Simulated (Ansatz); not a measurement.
# AlFH₄Si: how energies converge with the basis set

An exercise on one series of results from a longer session: the logs are not shown, and one member is left open.

Computed with Ansatz 0.2.0, Gaussian basis. Level: one geometry, several basis sets.

The runs, in order: PBE0-D4/def2-SVP; ωB97M-V/def2-SVP; PBE0-D4/def2-QZVPP; ωB97M-V/def2-QZVPP; the functionals' def2-TZVPP values are taken from earlier runs.

### The geometry

An earlier PBE0-D4 in a triple-zeta def2 set relaxation fixed the geometry.

SMILES `F[SiH2][AlH2]`, 7 atoms, charge 0, spin multiplicity 1.

Atoms are counted from 1 here; the program's logs count them from 0.

Bond lengths: F1–Si2 1.613 Å, Si2–Al3 2.468 Å, Si2–H4 1.492 Å, Si2–H5 1.492 Å, Al3–H6 1.587 Å, Al3–H7 1.589 Å. Angles: F1–Si2–Al3 111.5°, F1–Si2–H4 107.0°, F1–Si2–H5 107.0°, Al3–Si2–H4 112.3°, Al3–Si2–H5 112.2°, H4–Si2–H5 106.5°, Si2–Al3–H6 121.9°, Si2–Al3–H7 118.2°, H6–Al3–H7 119.9°.

The first run:

Input file in.yaml:

```yaml
crystal:
  periodic: [false, false, false]
  atoms:
    - {symbol: F, position_ang: [-2.194578, 0.145068, 0.051040]}
    - {symbol: Si, position_ang: [-0.786483, -0.244198, -0.632679]}
    - {symbol: Al, position_ang: [1.116771, 0.304900, 0.839507]}
    - {symbol: H, position_ang: [-0.847869, -1.699066, -0.958097]}
    - {symbol: H, position_ang: [-0.719953, 0.480172, -1.935465]}
    - {symbol: H, position_ang: [0.909301, 0.963926, 2.267669]}
    - {symbol: H, position_ang: [2.584111, -0.018901, 0.322324]}
basis:
  gaussian: {orbitals: def2-SVP}
hamiltonian: {xc: pbe0, dispersion: d4}
output: {orbitals: {seedname: orbitals}}
```

Started as:

```
> ansatz run in.yaml --threads 2 --pin off --events-out ev --progress --plain --max-ram 4352MiB
```

Among the steps run: PBE0-D4 in def2-SVP; ωB97M-V in def2-SVP; PBE0-D4 in def2-QZVPP; ωB97M-V in def2-QZVPP.

One of the session's tables, all rows but one given; the rest of the session is left out.

It belongs to the step «Functionals by basis». 

```
functional       basis  HOMO (eV)  LUMO (eV)
   PBE0-D4    def2-SVP      -7.64      -2.27
   PBE0-D4  def2-TZVPP      -7.65      -2.27
   PBE0-D4  def2-QZVPP      -7.66      -2.28
   ωB97M-V    def2-SVP      -9.60      -0.56
   ωB97M-V  def2-TZVPP      -9.65      -0.62
   ωB97M-V  def2-QZVPP          ?          ?
```

**Question.** Estimate the row for ωB97M-V, def2-QZVPP.

As computed: HOMO (eV): -9.67; LUMO (eV): -0.71. In the column «HOMO (eV)» it is the lowest.
